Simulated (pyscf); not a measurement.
O=W(OH)(OH)(F)–F -> O=W(=O)(F)–F + water (H₂O), an elimination (singlet surface; H–O, O–W broken, H–O formed). Structures and frequencies: ωB97X-D3(BJ)/def2-SVP in PySCF. Energies in kcal/mol from the reactant's lowest minimum found.

Small-basis levels: PySCF, no dispersion term, spherical d functions. GFN2-xTB: tblite. Cost: rough CPU time at the saddle relative to B3LYP/6-31G*+LANL2DZ, from one job on a shared machine.

```tsv
level	barrier	reaction energy	cost
HF/6-31G*+LANL2DZ	37.3	+18.6	0.1
SVWN5/6-31G*+LANL2DZ	18.4	+32.3	1
BP86/6-31G*+LANL2DZ	21.3	+17.3	2
PBE/6-31G*+LANL2DZ	21.1	+18.5	2
B3LYP/LANL2DZ	28.2	+27.3	0.8
B3LYP/6-31G*+LANL2DZ	25.2	+17.8	1
PBE/def2-SVP	21.1	+23.1	2
B3LYP/def2-SVP	25.5	+23.0	1
GFN2-xTB	33.1	+65.7	under 0.02
ωB97M-D3(BJ)/def2-TZVP	26.9	+18.6	–
```

Against the last row the barrier runs from -8.4 (SVWN5/6-31G*+LANL2DZ) to +10.4 kcal/mol (HF/6-31G*+LANL2DZ). At SVWN5/6-31G*+LANL2DZ, PBE/def2-SVP, GFN2-xTB this geometry lies under one side, so the entry may be no barrier of that level: it is a single point on another level's saddle. ωB97M-D3(BJ)/def2-TZVP has limits of its own. On the product side the descent ends in an adduct with a O–W contact (not fully relaxed), 17.4 kcal/mol under the separated species and 23.7 kcal/mol under the saddle at ωB97X-D3(BJ)/def2-TZVP. What is counted as broken (O–W) persists as a longer contact in the product adduct; parting that adduct is a step of its own. This is the saddle that the search found; another between the same sides may lie lower. In the def2 sets elements past Kr carry core potentials, without spin-orbit coupling.
